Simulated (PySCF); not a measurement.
Gas-phase thermal properties of HOF

Energies from PySCF (xtb for GFN2), thermal terms from the rigid-rotor harmonic-oscillator model, ideal gas at 1 bar. 'Table' is the NASA 1993 thermochemical table (part measured, part estimated). 6-31G* has spherical d functions here. All species are closed-shell singlets. B3LYP is the form with VWN-RPA correlation. The harmonic model lacks anharmonicity and excited electronic states, which grow with temperature; levels with a mode under 35 cm⁻¹ are left out. The table's entry may be an old estimate for HOF (not checked at source).

```tsv
level	point group	σ	ZPE (kJ/mol)	S°298 (J/mol/K)	Cp298 (J/mol/K)	S°1000 (J/mol/K)	H1000 − H298 (kJ/mol)
table	-	-	-	226.8	35.9	277.4	30.2
B3LYP/6-31G*	Cs	1	36.4	226.6	35.3	276.3	29.7
GFN2-xTB	Cs	1	33.8	226.0	35.8	276.7	30.3
HF/6-31G*	Cs	1	40.8	225.4	34.4	273.5	28.8
PBE/def2-SVP	Cs	1	35.3	226.8	35.6	277.1	30.1
PBE0/def2-TZVP	Cs	1	37.4	226.1	35.1	275.5	29.5
```
σ: rotational symmetry number. Electronic degeneracy used: 1. Frequencies are unscaled.
